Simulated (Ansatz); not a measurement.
Results of LDA (PAW; Ansatz, a quantum-chemistry and plane-wave program) for rock-salt TiN.

Numerical settings: plane-wave cutoff 520 eV, 22×22×22 k mesh, Fermi–Dirac smearing 0.05 eV, no spin polarisation, scalar-relativistic PAW data made under PBE.

Computed at the level's own relaxed cell.

Task: Estimate the equilibrium volume per atom, bulk modulus B0, lattice parameter a and pressure derivative B′ of the bulk modulus that the calculation returns.

Result: 
equilibrium volume per atom: 9.08 Å³/atom
bulk modulus B0: 320 GPa
lattice parameter a: 4.172 Å
pressure derivative B′ of the bulk modulus: 4.2

The run finds no gap.

Measured, for comparison: equilibrium volume per atom 9.52 Å³/atom, lattice constant a 4.239 Å (temperature not stated, no zero-point or thermal correction; as tabulated in Zhang et al. (2018), doi:10.1088/1367-2630/aac7f0); bulk modulus 288 GPa (temperature not stated, no zero-point or thermal correction; as tabulated in Krasnenko and Brik (2013), arXiv:1306.3139). Computed (rounded) less measured: equilibrium volume per atom -4.6 %, bulk modulus +11 %, lattice constant a -1.6 %. A static lattice is as a rule a little smaller and stiffer than an uncorrected measurement, which can account for part of this.

Computed values are for the static lattice.
